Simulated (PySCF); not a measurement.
SiCl4, SMILES Cl[Si](Cl)(Cl)Cl.

Geometry optimised at ωB97X-D3(BJ)/def2-SVP. The isomer is the one that the SMILES or the coordinates give; other isomers of the formula were not compared.

Calculation: ωB97X-D3(BJ)/def2-SVP (PySCF).

Frequencies are harmonic and unscaled.

Modes within 1.5 cm⁻¹ of each other (mostly degenerate sets) share a row, with their intensities summed.

| mode | ν (cm⁻¹) | IR (km/mol) | Raman (Å⁴/amu) | depolarisation | moving atoms (share of kinetic energy) |
|---|---|---|---|---|---|
| 1–2 | 146 | 0.0 | 4.8 | 0.75 | Cl 100 % |
| 3–5 | 218 | 27.8 | 9.2 | 0.75 | Cl 83 %, Si 17 % |
| 6 | 434 | 0.0 | 12.4 | 0.00 | Cl 100 % |
| 7–9 | 654 | 603.5 | 3.4 | 0.75 | Si 67 %, Cl 33 % |
